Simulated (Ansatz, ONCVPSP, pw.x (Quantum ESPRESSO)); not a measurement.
**Ga: does the ONCV potential hold in the solid?**

gallium (Ga), optimised norm-conserving Vanderbilt (ONCV), made with ONCVPSP 4.0.1 (LDA (Perdew-Wang 92), scalar-relativistic). Core [Ar] 3d10, reference 4s2 4p1. Waves: 4s: rc 1.85 bohr, ncon 3, nbas 6, qcut 3.8 1/bohr, 2 projectors, debl 1 Ha; 4p: rc 1.75 bohr, ncon 5, nbas 9, qcut 4.2 1/bohr, 2 projectors, debl 3.9 Ha; d scattering state at 0.08 Ha: rc 2.00 bohr, ncon 4, nbas 8, qcut 4.7 1/bohr, 2 projectors, debl 4 Ha. Local part: polynomial inside 1.25 bohr (lpopt 5, dvloc0 0 Ha). Core correction: Teter function, fcfact 5, rcfact 1.65.

Atomic tests: cutoffs needed: 6.8 Ha and 66 Ha (the cutoffs (Ha) at which the residual kinetic energy of the hardest occupied pseudo-wave falls to 1 and 0.1 mHa per electron) The cutoffs count occupied waves only; projector 2 of the p channel, the hardest unoccupied one, needs 104 Ha at the loose tolerance.; ghost test: no bound ghost flagged; GHOST(+) flagged for s at 52.7 eV, d at 90.4 eV, p at 173.2 eV, d at 498.2 eV; largest excitation error: -408 meV (all-electron minus pseudo) for 4s1 4p0, out of 4 test configurations.

Crystal test: diamond Ga in pw.x 7.5, no spin, 8³ k-points, Fermi–Dirac smearing 0.01 Ry, cutoffs 155/620 Ry. The reference is all-electron LAPW (Ansatz 0.2.0) with the same functional, mesh and smearing; V0 and B0 come from Birch–Murnaghan fits to the pressures at five volumes. Errors are pseudo minus all-electron; Δ is the rms difference of the E(V) curves that follow from these fits, minima aligned, over ±6 % about the mean V0. Mesh and smearing are coarse, so the numbers serve the comparison and aren't converged zero-temperature values; the lattice is a test structure that the element need not adopt.

```csv
V (Å³/atom),P all-electron (GPa),P pseudo (GPa)
21.773,2.85,3.27
22.346,1.35,1.89
22.919,0.04,0.68
23.492,-1.09,-0.38
24.065,-2.07,-1.30
```

All-electron: a0 = 5.683 Å (V0 = 22.94 Å³/atom), B0 = 48.4 GPa.

Pseudopotential: mean pressure error (GPa): +0.62; a0 (Å): 5.710; a0 error (%): +0.49; B0 error (%): -12.9; Δ (meV/atom): 3.3. This is a poor potential for the solid.

Task: At the middle volume, how do free energy and pressure move when the wave cutoff is lowered (ecutrho kept at four times it)?

Result:

| cutoff (Ry) | shift of F (meV/atom) | shift of P (GPa) |
| --- | --- | --- |
| 70 | +24.4 | +0.20 |
| 93 | +16.2 | +0.10 |
| 124 | +6.0 | +0.04 |

Input at the middle volume:

```
&control
  calculation='scf', prefix='x', pseudo_dir='./', outdir='./tmp', tstress=.true., disk_io='none'
/
&system
  ibrav=0, nat=2, ntyp=1, ecutwfc=155, ecutrho=620, nbnd=10,
  occupations='smearing', smearing='fd', degauss=0.01
/
&electrons
  conv_thr=1e-09, mixing_beta=0.4, electron_maxstep=70
/
ATOMIC_SPECIES
Ga 1.0 Ga.UPF
CELL_PARAMETERS angstrom
  0.00000000 2.84052460 2.84052460
  2.84052460 0.00000000 2.84052460
  2.84052460 2.84052460 0.00000000
ATOMIC_POSITIONS crystal
Ga 0.0000 0.0000 0.0000
Ga 0.2500 0.2500 0.2500
K_POINTS automatic
8 8 8 0 0 0
```

```bash
pw.x < Ga.scf.in > Ga.scf.out
```

Lines of the output:

```
Message from routine setup:
     using ibrav=0 with symmetry is DISCOURAGED, use correct ibrav instead
     lattice parameter (alat)  =       7.5912  a.u.
     unit-cell volume          =     309.3302 (a.u.)^3
     number of electrons       =         6.00
     number of Kohn-Sham states=           10
     kinetic-energy cutoff     =     155.0000  Ry
     charge density cutoff     =     620.0000  Ry
     scf convergence threshold =      1.0E-09
     Exchange-correlation= SLA  PW   NOGX NOGC
     number of k points=    29  Fermi-Dirac smearing, width (Ry)=  0.0100
     iteration #  1     ecut=   155.00 Ry     beta= 0.40
     total energy              =     -13.59312290 Ry
     estimated scf accuracy    <       0.00455759 Ry
     iteration #  2     ecut=   155.00 Ry     beta= 0.40
     total energy              =     -13.59268757 Ry
     estimated scf accuracy    <       0.00154936 Ry
     iteration #  3     ecut=   155.00 Ry     beta= 0.40
     total energy              =     -13.59275565 Ry
     estimated scf accuracy    <       0.00000074 Ry
     iteration #  4     ecut=   155.00 Ry     beta= 0.40
     total energy              =     -13.59279282 Ry
     estimated scf accuracy    <       0.00000011 Ry
     iteration #  5     ecut=   155.00 Ry     beta= 0.40
     total energy              =     -13.59279285 Ry
     estimated scf accuracy    <       0.00000001 Ry
     iteration #  6     ecut=   155.00 Ry     beta= 0.40
     total energy              =     -13.59279285 Ry
     estimated scf accuracy    <          1.1E-09 Ry
     iteration #  7     ecut=   155.00 Ry     beta= 0.40
     the Fermi energy is     3.4611 ev
!    total energy              =     -13.59279285 Ry
     estimated scf accuracy    <          1.3E-12 Ry
     smearing contrib. (-TS)   =      -0.00532444 Ry
     The total energy is F=E-TS. E is the sum of the following terms:
     one-electron contribution =       3.86388438 Ry
     hartree contribution      =       0.42574690 Ry
     xc contribution           =      -8.84526913 Ry
     ewald contribution        =      -9.03183056 Ry
     convergence has been achieved in   7 iterations
          total   stress  (Ry/bohr**3)                   (kbar)     P=        6.76
     Message from routine punch:
     Nothing written, as per user request (disk_io='none')
```

The run at the middle volume (29 k-points, 7 iterations) took about 44 s on one core of a shared host (Intel(R) Xeon(R) Platinum 8488C, 192 threads, 744 GiB, load 33).
